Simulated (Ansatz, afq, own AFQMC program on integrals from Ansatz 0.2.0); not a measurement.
# BGeH4, doublet: AFQMC among the cluster methods

| atom | x (Å) | y (Å) | z (Å) |
| --- | --- | --- | --- |
| Ge | 0.0000 | 0.0000 | 0.2823 |
| B | 0.0000 | 0.0000 | -1.6912 |
| H | 0.0000 | 1.2553 | 1.1670 |
| H | 0.0000 | -1.2553 | 1.1670 |
| H | 0.0000 | 1.0424 | -2.2706 |
| H | 0.0000 | -1.0424 | -2.2706 |

Connectivity, by distances: GeH2–BH2.

Basis 6-31G. Noble-gas cores (and the filled d shells of Ga–Kr and In–Xe) are frozen. AFQMC by an in-house program on the Cholesky factors that Ansatz 0.2.0 writes for its CCSD(T) run. The CISD trial takes its coefficients from CCSD amplitudes. Released means that phaseless walkers are propagated on without the constraint, phases kept. Free AFQMC starts from the CCSD state and is never constrained. Its projection time is finite, and what remains of the start isn't in its error. Uncertainties: one standard error, sampling alone. No spin–orbit coupling.

Determinant: UHF, the one that the program's search chose, which needn't be the lowest solution. The geometry is a PBE0/def2-TZVP stationary point of this or a neighbouring charge and spin state.

No full CI on the walks' own integrals is used here. The released AFQMC energy serves as the reference, which it does only where one determinant dominates, the energy is flat over the last release times and near the phaseless one (40 meV or 2 meV an electron, half that with transition metals). On small molecules, where full CI could be run and the noise was under 10 meV, such values lay within 10 meV of it in 19 cases of 20, a flattering rate, since the rule was set on those same cases; what remains of the bias isn't in the error bar.

Cautions: no relativity below Rb; no spin-orbit coupling; inner d shell frozen; the ph-AFQMC/HF walk drifts between its halves (2.1 errors); the released value is read at 2.40 1/Eh (meV from the phaseless value at times in 1/Eh: -1 ± 6 at 0.24, 8 ± 6 at 0.51, -2 ± 5 at 0.99, 2 ± 6 at 1.62, -2 ± 7 at 2.40).

* T1 diagnostic: 0.0176
* weight of the determinant in the CISD state: 0.911
* ⟨S²⟩ of the determinant: 0.759
* size of the correlated space: 11 electrons in 31 orbitals

| level | correlation energy (eV) |
| --- | --- |
| MP2 | -2.7012 |
| CCSD | -3.5206 |
| CCSD(T) | -3.5943 |

(1) Estimate where phaseless AFQMC with a CISD trial lies against CCSD(T) on the same integrals.

(1) 0.79 ± 0.27 mEh below CCSD(T).

Reference: AFQMC with the constraint released, correlation energy -3.618 ± 0.007 eV.

| level | E − E(reference) (mEh) | share of correlation (%) |
| --- | --- | --- |
| CCSD(T) | 0.88 ± 0.26 | 99.34 |
| ph-AFQMC/HF | 2.74 ± 1.21 | 97.94 |
| ph-AFQMC/CISD | 0.09 ± 0.38 | 99.93 |
| free AFQMC | -0.15 ± 0.36 | 100.11 |

Free projections are given only where their last times agree within the noise and don't stop above the reference; a slow remainder of the start can still hide under it. A walk keeps the symmetry of its determinant, which the program's search chose and which needn't be the lowest solution, so a lower state of the same spin and another symmetry isn't excluded. Released energies are given only where the last usable release times agree within the noise; a slower fall can still hide under it.
